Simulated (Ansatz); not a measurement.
```yaml
crystal:
  periodic: [false, false, false]
  atoms:
    - {symbol: B, position_ang: [0.000000, -0.000000, -0.017696]}
    - {symbol: F, position_ang: [-0.000000, 0.000000, 2.369253]}
basis:
  gaussian: {orbitals: def2-TZVPP}
hamiltonian: {xc: {name: wB97X}}
```

```sh
$ ansatz run in.yaml --threads 2 --pin off --events-out ev --progress --plain --max-ram 32768MiB --backend cpu
```

Output, abridged:

```
Functional definition: wB97X
325 factors; their error is unknown
73 factors; integrals over basis functions are off by at most 7.0e-5 eV
mean field evaluation 1: about -3382.2210 eV, gradient 5.0e1 eV
mean field evaluation 2: about -3133.9418 eV, gradient 2.6e2 eV
mean field evaluation 4: about -3387.4977 eV, gradient 4.1e0 eV
mean field evaluation 8: about -3387.5330 eV, gradient 1.3e-1 eV
mean field evaluation 16: about -3387.5418 eV, gradient 2.8e-5 eV
mean field -3387.54177676 eV, -124.4898641375 hartree, gradient 2.8e-5 eV, S^2 0.000000; 0 other end points of the search recorded, 0 dependent functions left out
reference -3387.54175178 eV, -124.4898632198 hartree; 7, 7 occupied and 55, 55 virtual orbitals, 325 factors
Total energy: -3387.54175178 eV, -124.4898632198 hartree
```

Q: What is wrong with this run?

A: The coordinates are in bohr but typed as ångström. Self-consistency was reached. The result belongs to that input, not to the molecule as meant.
